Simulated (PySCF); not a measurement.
Species: 2-butanone, C4H8O.
Geometry (GFN2-xTB, Å), atoms numbered from 1 in this order:
```xyz
13
C4H8O angstrom
C     -1.897    0.099   -0.127
C     -0.432    0.345   -0.460
C      0.502   -0.223    0.590
C      1.956   -0.246    0.179
O      0.125   -0.622    1.661
H     -2.543    0.574   -0.862
H     -2.107   -0.968   -0.115
H     -2.126    0.498    0.857
H     -0.236    1.419   -0.517
H     -0.175   -0.083   -1.431
H      2.240    0.693   -0.288
H      2.586   -0.441    1.042
H      2.102   -1.044   -0.547
```

Theory: PySCF 2.14.0, density-fitted response routines, TDDFT PBE0/def2-SVPD, vertical, gas phase, core orbitals frozen in the response.

Transition dipole moments from the ground state, in atomic units and in the frame of the coordinates above (overall signs are arbitrary), for the states with f of 0.002 or more among the lowest 8:

```tsv
state	E (eV)	μx	μy	μz
S2	6.661	-0.302	0.106	-0.096
S3	7.568	-0.167	0.064	-0.069
S4	8.009	0.272	-0.025	0.042
S6	8.295	-0.030	-0.010	-0.099
S7	8.314	-0.058	0.121	-0.288
S8	8.436	-0.123	0.208	-0.248
```

Problem. What oscillator strength does each state have?

Solution. f = (2/3) ΔE |μ|² with ΔE in hartree (27.2114 eV).

| state | \|μ\|² (au) | \|μ\| (D) | f |
| --- | --- | --- | --- |
| S2 | 0.111 | 0.85 | 0.018 |
| S3 | 0.037 | 0.49 | 0.007 |
| S4 | 0.076 | 0.70 | 0.015 |
| S6 | 0.011 | 0.26 | 0.002 |
| S7 | 0.101 | 0.81 | 0.021 |
| S8 | 0.120 | 0.88 | 0.025 |

Problem. Which bond between heavy atoms lies closest to the direction of the S8 transition dipole?

Solution. C2–C3, at 20° from it; next C3–O5 at 44°.

Problem. What angle do the transition dipoles of S2 and S8 make?

Solution. |cos θ| = |μa·μb| / (|μa| |μb|) = 0.72, so θ ≈ 44° (taken between 0 and 90°, since the signs are arbitrary).

Problem. How is the summed strength of these states shared among x, y and z?

Solution. (2/3) Σ ΔE μα² gives 0.039 for x, 0.015 for y and 0.034 for z, 0.088 in all.

Problem. What peak molar absorption coefficient would the strongest computed level give as a lone Gaussian band 0.3 eV wide at half height?

Solution. ε(max) = 2.175×10⁸ f / FWHM, with the width in cm⁻¹. S8: 2.175×10⁸ × 0.0248 / 2420 ≈ 2200 L mol⁻¹ cm⁻¹.

One conformer stands for the species.
